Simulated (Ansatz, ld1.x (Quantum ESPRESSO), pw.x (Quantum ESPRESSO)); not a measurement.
germanium: does the PAW potential hold in the solid?

| Quantity | Value |
| --- | --- |
| Element | Ge |
| Generator | ld1.x (Quantum ESPRESSO) 7.5 |
| Type | PAW |
| Functional | PBE |
| Relativity | scalar-relativistic |
| Frozen core | [Ar] 3d10 |
| Valence charge | 4 |
| Reference configuration | 4s1.5 4p2.5 |
| Partial waves | 4s (bound): rcut 1.65, rcutus 1.90 bohr; 4s channel at -0.5 Ry: rcut 1.65, rcutus 1.90 bohr; 4p (bound): rcut 1.95, rcutus 2.45 bohr; 4p channel at 0.35 Ry: rcut 1.95, rcutus 2.45 bohr; 4d channel at 0.4 Ry: rcut 1.90, rcutus 2.40 bohr; 4d channel at 3.15 Ry: rcut 1.90, rcutus 2.40 bohr |
| Local potential | all-electron potential smoothed inside 1.90 bohr (lloc = -2) |
| Core correction | Bessel-smoothed model core, default radius (core density twice the valence density) |
| Augmentation charge | PSQ, inside the norm-conserving radii |

Crystal test: diamond Ge in pw.x 7.5, no spin, 8³ k-points, Fermi–Dirac smearing 0.01 Ry, cutoffs 40/320 Ry. The reference is all-electron LAPW (Ansatz 0.2.0) with the same functional, mesh and smearing; V0 and B0 come from Birch–Murnaghan fits to the pressures at five volumes. Errors are pseudo minus all-electron; Δ is the rms difference of the E(V) curves that follow from these fits, minima aligned, over ±6 % about the mean V0. Mesh and smearing are coarse, so the numbers serve the comparison and aren't converged zero-temperature values; the lattice is a test structure that the element need not adopt.

```csv
V (Å³/atom),P all-electron (GPa),P pseudo (GPa)
22.753,3.34,4.01
23.352,1.55,2.15
23.951,0.00,0.53
24.550,-1.34,-0.88
25.149,-2.50,-2.09
```

All-electron: a0 = 5.765 Å (V0 = 23.95 Å³/atom), B0 = 57.6 GPa.

Pseudopotential: mean pressure error (GPa): +0.53; a0 (Å): 5.782; a0 error (%): +0.30; B0 error (%): +0.3; Δ (meV/atom): 2.7.

Question: At the middle volume, how do free energy and pressure move when the wave cutoff is lowered (ecutrho held at 320 Ry)?

Answer:

```
cutoff (Ry)  shift of F (meV/atom)  shift of P (GPa)
         18                   +4.1             -0.05
         24                   +1.2             -0.01
         32                   +0.6             -0.00
```

The run at the middle volume (29 k-points, 7 iterations) took about 8.7 s on one core of a shared host (Neoverse-V2, 96 threads, 742 GiB, load 72).
